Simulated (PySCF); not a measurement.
methanol: calculation against experiment

**What was measured.**

NIST CCCBDB Release 22 (SRD 101), experimental polarizabilities lists, for the gas: mean polarisability 3.21 Å³.

How close the calculation comes is told at the end.

Species: methanol, CH4O.
Numbering: `[CH3:1][OH:2]` (hydrogens: H3, H4, H5 on C1; H6 on O2)

Cartesian coordinates in Å at the GFN2-xTB level; atoms count from 1:
```
atom  x, y, z in Å
C1    -0.3621    0.0075    0.0144
O2     0.9056   -0.4336   -0.4052
H3    -0.4922   -0.1028    1.0964
H4    -1.0919   -0.6192   -0.4945
H5    -0.5385    1.0531   -0.2606
H6     1.5822    0.0971    0.0279
```

The PySCF runs (gas phase, on this GFN2-xTB geometry; no spin–orbit coupling):

| level | job | basis functions | wall time |
| --- | --- | --- | --- |
| PBE0/def2-SVPD | 8 singlets by full TDDFT, 3 Tamm–Dancoff triplets, polarisability | 75 | 2.3 s |

Hardware: one thread of an Arm Neoverse V1, no GPU, on a shared host.

## Comparison

**Mean polarisability.** Measured: 3.21 Å³ (NIST CCCBDB Release 22 (SRD 101), experimental polarizabilities).

```
         level  computed (Å³)  computed − measured (Å³)  % (from the printed values)
PBE0/def2-SVPD           3.06                     -0.15                           -5
```

The computed values are static and purely electronic, with core orbitals frozen in the response (1 au = 0.148185 Å³). The table of measured values doesn't say here whether a value is static or optical, or holds a vibrational part.

The geometry is computed, not the measured one. Where a level misses, the cause wasn't examined.
